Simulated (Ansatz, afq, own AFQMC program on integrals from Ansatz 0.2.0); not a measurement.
# BSiH₄, doublet in 6-31G, levels against CCSDT(Q)

```yaml
atoms:
  - { symbol: Si, position_ang: [0.0000, 0.0000, 0.5624] }
  - { symbol: B, position_ang: [0.0000, 0.0000, -1.3599] }
  - { symbol: H, position_ang: [0.0000, 1.2187, 1.4093] }
  - { symbol: H, position_ang: [0.0000, -1.2187, 1.4093] }
  - { symbol: H, position_ang: [0.0000, 1.0370, -1.9521] }
  - { symbol: H, position_ang: [0.0000, -1.0370, -1.9521] }
```

Connectivity, by distances: SiH2–BH2.

Basis 6-31G. Noble-gas cores (and the filled d shells of Ga–Kr and In–Xe) are frozen. Ansatz 0.2.0 and our own AFQMC program on the same integrals; the CISD trial comes from CCSD amplitudes, and released means the phaseless constraint is let go. Uncertainties: one standard error, sampling alone.

Determinant: UHF, the one that the program's search chose, which needn't be the lowest solution. The geometry is a point of a scan.

No full CI on the walks' own integrals is used here; CCSDT(Q) serves as the reference and is uncertain by about the last step of the cluster series.

```
T1 diagnostic                               : 0.0165
weight of the determinant in the CISD state : 0.913
⟨S²⟩ of the determinant                     : 0.760
size of the correlated space                : 11 electrons in 24 orbitals
```

```
  level  correlation energy (eV)
    MP2                  -2.6653
   CCSD                  -3.4898
CCSD(T)                  -3.5569
```

(1) Estimate where phaseless AFQMC with a CISD trial lies against CCSD(T) on the same integrals.

(1) 1.8 ± 0.5 kJ/mol below CCSD(T).

Reference: CCSDT(Q), correlation energy -3.578 eV. The released energy is read at 2.40 1/Eh (meV from the phaseless value at times in 1/Eh: 1 ± 6 at 0.24, -5 ± 6 at 0.51, 1 ± 5 at 0.99, 4 ± 6 at 1.62, -5 ± 6 at 2.40).

| level | E − E(reference) (kJ/mol) | share of correlation (%) |
| --- | --- | --- |
| CCSD(T) | 2.0 | 99.41 |
| CCSDT | 0.2 | 99.95 |
| ph-AFQMC/HF | -7.0 ± 3.0 | 102.02 |
| ph-AFQMC/CISD | 0.3 ± 0.5 | 99.92 |
| released AFQMC | -0.1 ± 0.6 | 100.04 |

A walk keeps the symmetry of its determinant, which the program's search chose and which needn't be the lowest solution, so a lower state of the same spin and another symmetry isn't excluded. Released energies are given only where the last usable release times agree within the noise; a slower fall can still hide under it.
